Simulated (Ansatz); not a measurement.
# CaB6-type LaB6

Calculation: rVV10 (Ansatz, a first-principles code, PAW).

Numerical settings: plane-wave cutoff 500 eV, 10×10×10 k mesh, Fermi–Dirac smearing 0.05 eV, scalar-relativistic PAW data made under PBE.

Cell (relaxed at this level):

```xyz
7
Lattice="4.1617 0.0000 0.0000 0.0000 4.1617 0.0000 0.0000 0.0000 4.1617" Properties=species:S:1:pos:R:3 pbc="T T T"
La     0.0000     0.0000     0.0000
B      3.3289     2.0808     2.0808
B      2.0808     0.8328     2.0808
B      2.0808     3.3289     2.0808
B      0.8328     2.0808     2.0808
B      2.0808     2.0808     3.3289
B      2.0808     2.0808     0.8328
```

```
Quantity                    Value
------------------  -------------
volume per atom     10.30 Å³/atom
lattice constant a        4.162 Å
```

Measured, for comparison: equilibrium volume per atom 10.26 Å³/atom, lattice constant a 4.157 Å (296 K, not corrected to a static lattice; as tabulated in Tsubota and Kitagawa (2017), doi:10.1038/s41598-017-15766-y). Computed (rounded) less measured: equilibrium volume per atom +0.4 %, lattice constant a +0.1 %.

Spin–orbit coupling is not included.

The computed numbers hold no vibrational or temperature effects.

Cost on a shared machine: around 50 core-seconds (rough).
